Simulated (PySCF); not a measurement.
# SiC⁺: from constants to spectrum

UHF-CCSD(T) constants of SiC⁺, ⁴Σ⁻ (quartet), unpaired electrons σ ↑, π ↑↑ (basis Si def2-TZVPPD, C def2-TZVPPD; no relativity; PySCF 2.14; masses 27.9769 and 12.0000 u):

- ωe: 840.5 cm⁻¹
- ωexe: 5.16 cm⁻¹
- Be: 0.60627 cm⁻¹
- αe: 0.00514 cm⁻¹
- De to Si⁺ + C: 3.48 eV

Task: What force constant and bond length do these constants imply?

Result: Reduced mass μred = 8.3979 u; k = 5.8918×10⁻⁷·μred·ωe² (u, cm⁻¹, mdyn/Å) = 3.50 mdyn/Å; Re = √(16.8576/(μred·Be)) (u, cm⁻¹, Å) = 1.820 Å.

Task: Estimate the centrifugal constant D from the Kratzer relation and find the Dunham coefficient a1.

Result: D = 4Be³/ωe² = 1.26e-06 cm⁻¹; a1 = −1 − αeωe/(6Be²) = -2.96.

Correlated steps freeze 6 core orbitals. For an ion De counts to the pair picked by the measured ionisation energies or electron affinities, which need not be the lowest pair at this level. The CCSD T1 diagnostic is raised, a sign that a single reference may not be enough here. The state is the lowest determinant that a PBE0 search found; another state may lie lower at other levels.
